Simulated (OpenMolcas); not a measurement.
**PO2 (phosphorus dioxide): methods side by side**

PO2 has 3 atoms, charge 0, and is taken as a doublet. SMILES: `[O]P=O`. The coordinates come from a GFN2-xTB relaxation.

```
atom    x (Å)    y (Å)    z (Å)
   O   0.3317   1.2263   0.3177
   P  -0.4039   0.0770  -0.2121
   O   0.0722  -1.3033  -0.1055
```

Quantity: the vertical energy of the quartet above the doublet, in eV. The values are calculated.

```tsv
level	kind	program	value (eV)	less FCI/STO-3G
USVWN5/STO-3G	LDA	OpenMolcas	4.29	+0.49
UPBE/STO-3G	GGA	OpenMolcas	4.13	+0.33
U-r2SCAN/STO-3G	meta-GGA	OpenMolcas	3.90	+0.10
UB3LYP/STO-3G	global hybrid	OpenMolcas	3.69	-0.11
CASSCF(3,3)/STO-3G	multireference	OpenMolcas	2.77	-1.03
FCI/STO-3G	exact in the basis	OpenMolcas	3.80	0.00
```

FCI/STO-3G is exact within its basis and frozen core, so for wave-function methods in that basis the difference is their error; functionals converge differently with the basis, so for them it is only a difference. The values span 2.77 to 4.29 eV. All rows use very small basis sets, so even the best lies far from the true value.
